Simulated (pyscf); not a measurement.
Thermochemistry of product channels of O=O (SMILES O=O) [triplet] + H₃C–CH₃ (SMILES CC) on the triplet surface, in kcal/mol, from CCSD(T)/def2-TZVPP + ΔMP2(QZVPP) energies (ideal gas, 1 atm, RRHO with modes under 100 cm⁻¹ raised to 100, one conformer, R ln 2 for rigid chiral ones). Single points on ωB97X-D3(BJ)/def2-SVP structures (PySCF, gas phase). MP2 and CC: frozen core, UHF for open shells. ΔMP2 is the change of the MP2 total energy from the triple- to the quadruple-zeta basis.

```json
[
 {"products": "H₃C–CH₂–OH (SMILES CCO) + O (SMILES [O]) [triplet]", "ΔE": "+20.5", "ΔH(298 K)": "+21.4", "ΔG(600 K)": "+22.0", "ΔG(900 K)": "+21.9"},
 {"products": "H₃C–O• (SMILES C[O]) + H₃C–O• (SMILES C[O])", "ΔE": "+32.3", "ΔH(298 K)": "+29.1", "ΔG(600 K)": "+23.1", "ΔG(900 K)": "+20.1"}
]
```

These are energies of the channels, which say nothing of barriers. H₃C–O• lies 7.0 kcal/mol over its isomer •H₂C–OH, and others may lie lower still (electronic energy, ωB97M-D3(BJ)). The CCSD(T) − MP2 part came from Ansatz, without density fitting, on the same reference. Left out: orbital degeneracy and the spin-orbit lowering of O. The orbital near-degeneracy of the XH₃O or XH₃S radical is left out.
